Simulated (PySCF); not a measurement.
Species: C5H6F (doublet state).
SMILES with atom numbers: `[CH:1]#[C:2][CH2:3][C:4]([CH3:5])[F:6]` (hydrogens: H7 on C1; H8, H9 on C3; H10, H11, H12 on C5)

Cartesian coordinates in Å at the GFN2-xTB level; atoms count from 1:
```
atom  x, y, z in Å
C1     2.3832   -0.4893   -0.4064
C2     1.4463    0.2555   -0.4226
C3     0.2553    1.0958   -0.3725
C4    -0.7771    0.4695    0.4983
C5    -1.4290   -0.8258    0.2128
F6    -0.7045    0.8053    1.8146
H7     3.2254   -1.1148   -0.4129
H8    -0.1353    1.2164   -1.3876
H9     0.5272    2.0764    0.0269
H10   -1.7043   -0.8783   -0.8380
H11   -0.7665   -1.6730    0.4314
H12   -2.3195   -0.9384    0.8300
```

The hyperfine couplings belong to this conformer and change with its torsions.

Method: UKS B3LYP, pcH-1 on C F H, non-relativistic, mean-field spin-orbit, GIAO (PySCF). One conformer (not necessarily the lowest) at the GFN2-xTB geometry, without solvent, vibrations or thermal averaging. Couplings are sensitive to structure, and on GFN2-xTB geometries they can be far from those on DFT ones. The SCF solution wasn't tested for stability.

Task: Give the principal g shifts and their parts.

Result: 
```tsv
Δg (ppm)	1	2	3
relativistic mass correction	-200	-200	-200
gauge correction	2	35	31
orbital Zeeman/spin–orbit	-91	1959	2485
total	-289	1794	2315
```

So g = 2.00203, 2.00411, 2.00463 and g_iso = 2.00359; the tensor is rhombic: the two nearest values differ by 20 % of g3 − g1. Axes: g2 points within 8° of the C4–F6 bond.

Task: How much does each term add to the isotropic shift?

Result: The orbital-Zeeman/spin–orbit term 1451, the mass correction -200 and the gauge correction 23 ppm, for a total of 1273 ppm. The orbital-Zeeman/spin–orbit term is the largest in size. The mass correction is the same along every axis, so the anisotropy comes from the other two: their spans along these axes are 34 (gauge) and 2575 ppm (orbital Zeeman/spin–orbit).

Task: At 9.488 GHz, how far is the centre of the isotropic spectrum from where a free electron (g = 2.002319) resonates?

Result: B = hν/(g μB) with μB/h = 13.99624 MHz/mT gives 338.56 mT for the free electron and 338.34 mT at g_iso, 0.22 mT lower.

Task: What are the electron Larmor frequencies g μB B/h along the three axes at 340 mT?

Result: 9.5271, 9.5370, 9.5395 GHz for g1, g2 and g3, a range of 12.4 MHz.

Task: In a frozen sample, at which fields do the three g values resonate at 9.5, 34, 94 and 263 GHz (hyperfine left aside), and which band first spreads them over more than twice a line width of 1.0 mT?

Result: 
| band | GHz | B(g3) mT | B(g2) mT | B(g1) mT | spread mT |
| --- | --- | --- | --- | --- | --- |
| X | 9.5 | 338.59 | 338.68 | 339.03 | 0.44 |
| Q | 34.0 | 1211.80 | 1212.12 | 1213.38 | 1.58 |
| W | 94.0 | 3350.28 | 3351.15 | 3354.64 | 4.36 |
| J | 263.0 | 9373.65 | 9376.09 | 9385.85 | 12.20 |

The spread grows in proportion to the frequency. W band is the first where it exceeds 2.0 mT.

Largest spin populations (Mulliken): C4 (+0.90), H11 (+0.08), C5 (-0.07) and F6 (+0.06). C4 is the only atom above +0.15. The positive populations add up to 1.12 and the negative ones to -0.12, together 2S = 1. The angles at C4 add up to 354.6°, so it is nearly planar.

The HOMO–LUMO gaps are 6.18 eV among the α and 6.30 eV among the β orbitals.
